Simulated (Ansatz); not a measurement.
Two isomers of C2H4Cl2: A = `ClCCCl`, B = `CC(Cl)Cl`.

Program: Ansatz. Geometries: PBE0-D4/def2-TZVP. ΔE: electronic, gas phase. CBS: MP2 limit from def2 TZ/QZ plus the TZ coupled-cluster correction, frozen cores. This one scheme is used for every species. DFT in def2-TZVPP. B3LYP here is the variant with VWN-RPA as its local correlation; programs differ in this. One conformer a species, not always the lowest.

Task: Which is lower in electronic energy at CCSD(T)/CBS, and by how much? (Best estimate.)

Result: The calculation gave: A, by 0.5 kcal/mol.

Task: Give E(B) − E(A) in kcal/mol with CCSD/def2-TZVPP, HF/def2-TZVPP, MP2/def2-TZVPP, PBE-D4, B3LYP-D4, r2SCAN-D4, PBE0-D4. (An estimate is asked.)

Result: Computed: CCSD/def2-TZVPP 1.1, HF/def2-TZVPP 2.9, MP2/def2-TZVPP 0.0, PBE-D4 -0.2, B3LYP-D4 0.5, r2SCAN-D4 0.0, PBE0-D4 0.5. The order is the other way round with PBE-D4.

Largest T1 diagnostic: 0.009.

In def2-TZVPP, CCSD(T) changes the Hartree–Fock value by −2.2 kcal/mol (the triples alone add −0.4 kcal/mol) and MP2 by −2.9 kcal/mol.
